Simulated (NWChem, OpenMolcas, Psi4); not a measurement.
# Predicting a hybrid from its neighbours: C2H3O (acetyl radical)

The species is C2H3O (6 atoms), meant as a doublet with charge 0. SMILES: `C[C]=O`. The coordinates come from a PBE0-D4/def2-TZVP relaxation.

The dipole moment y, in D, basis def2-TZVP; a is the functional's share of exact exchange. Programs: NWChem 7.3.0, OpenMolcas 26.06, Psi4 1.11.

| functional | program | a | y (D) |
| --- | --- | --- | --- |
| U-revPBE | OpenMolcas | 0 | 2.40 |
| UBLYP | OpenMolcas | 0 | 2.42 |
| UTPSSh | Psi4 | 0.1 | 2.51 |
| UB3LYP | NWChem | 0.2 | 2.56 |
| UPBE0 | NWChem | 0.25 | ? |
| UBHLYP | NWChem | 0.5 | 2.73 |

Task: Fit y = c + s·a to the known rows and predict UPBE0.

Result: 
1. Means of the 5 rows: a = 0.1600, y = 2.524.
2. Σ(Δa)² = 0.172, Σ(Δa·Δy) = 0.1088, so the slope is 0.1088/0.172 = 0.63256.
3. Intercept: 2.524 − (0.63256) × 0.1600 = 2.423. The largest residual of the fit is 0.024.
4. UPBE0: 2.423 + (0.63256) × 0.25 = 2.58 D.

The run gave 2.58 D, so the prediction is off by 0.00 D: they agree to the digits shown. More exact exchange makes the molecule more polar here.
